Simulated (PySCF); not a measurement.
**How exact exchange moves a shielding**

Molecule: `C1[C@H](Cl)CCO1`, C₄H₇ClO.

Molfile (atoms numbered from 1):
```
C4H7ClO
     RDKit          3D

 13 13  0  0  0  0  0  0  0  0999 V2000
    1.9628    1.0600    3.2458 Cl  0  0  0  0  0  0  0  0  0  0  0  0
    1.6576    1.0551    1.4760 C   0  0  2  0  0  0  0  0  0  0  0  0
    0.2104    1.4199    1.1288 C   0  0  0  0  0  0  0  0  0  0  0  0
   -0.3817    0.0691    0.7415 C   0  0  0  0  0  0  0  0  0  0  0  0
    0.6803   -0.5927    0.1015 O   0  0  0  0  0  0  0  0  0  0  0  0
    1.8135   -0.3686    0.8934 C   0  0  0  0  0  0  0  0  0  0  0  0
    2.3786    1.7662    1.0557 H   0  0  0  0  0  0  0  0  0  0  0  0
   -0.3028    1.9204    1.9599 H   0  0  0  0  0  0  0  0  0  0  0  0
    0.2039    2.0941    0.2590 H   0  0  0  0  0  0  0  0  0  0  0  0
   -1.2283    0.1310    0.0441 H   0  0  0  0  0  0  0  0  0  0  0  0
   -0.7098   -0.4855    1.6442 H   0  0  0  0  0  0  0  0  0  0  0  0
    1.8696   -1.0897    1.7309 H   0  0  0  0  0  0  0  0  0  0  0  0
    2.7117   -0.4847    0.2701 H   0  0  0  0  0  0  0  0  0  0  0  0
  1  2  1  0
  2  3  1  0
  3  4  1  0
  4  5  1  0
  5  6  1  0
  6  2  1  0
  2  7  1  6
  3  8  1  0
  3  9  1  0
  4 10  1  0
  4 11  1  0
  6 12  1  0
  6 13  1  0
M  END
```

GIAO shieldings (ppm, equivalent atoms averaged) in PySCF 2.14 on the PBE0-D3(BJ)/def2-SVP geometry, basis pcSseg-1, gas phase, non-relativistic:

```tsv
functional	exact exchange (%)	σ(Cl1)	σ(C6)	σ(C4)	σ(C2)
BLYP	0	708.5	90.4	103.6	110.7
BP86	0	725.3	96.0	108.9	116.4
PBE	0	724.5	96.6	109.4	117.0
PBE0	25	760.8	104.2	116.6	123.7
mPW1PW91	25	759.7	103.4	115.7	122.7
BHandHLYP	50	779.1	105.8	118.2	124.5
HF	100	842.1	119.7	131.1	137.3
```

(1) Fit each shielding as a line in the percentage of exact exchange.

(2) What does the line predict for B3LYP (20 %), and what does the run give?

Answers

(1) σ(Cl1) = 722.5 + 1.21 x (rms 6.9 ppm); σ(C6) = 95.2 + 0.25 x (rms 2.4 ppm); σ(C4) = 108.1 + 0.23 x (rms 2.2 ppm); σ(C2) = 115.5 + 0.22 x (rms 2.4 ppm). The functionals also differ in their semilocal parts, which the line can't hold; Hartree–Fock has no correlation at all.

(2) σ(Cl1): 746.7 predicted, 738.9 computed; σ(C6): 100.2 predicted, 97.1 computed; σ(C4): 112.7 predicted, 110.0 computed; σ(C2): 119.9 predicted, 116.6 computed ppm.
